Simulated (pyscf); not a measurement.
Structures and frequencies: ωB97X-D3(BJ)/def2-SVP in PySCF.

### Question
For the elementary gas-phase step HO–AsH–OH + H• → H₂O + HO–AsH• (doublet surface; As–O broken, H–O formed), what barrier and reaction energy does PBE/def2-TZVP give, measured from the separated reactants?

### Answer
ΔE‡ = 0.15 eV, ΔE = -1.42 eV. CCSD(T)/def2-TZVPP + ΔMP2(QZVPP) gives 0.60 eV and -1.55 eV. Zero-point energy shifts the barrier by +0.02 eV. It is a substitution at O, with an imaginary mode of 1622i cm⁻¹. On the product side the descent ends in a complex, 0.29 eV under the separated species and 2.33 eV under the saddle at ωB97X-D3(BJ)/def2-TZVP. One saddle was located; it need not be the lowest between these sides. The angle at the attacked O is 151°. The CCSD(T) − MP2 part came from Ansatz, without density fitting, on the same reference. The frozen core leaves the outer d or s,p core shells of the metals and heavy elements correlated in the MP2 and CC values, and def2-TZVPP describes them poorly, which can shift differences by a few kcal/mol. Elements up to Kr have no core potential and no relativistic terms here.
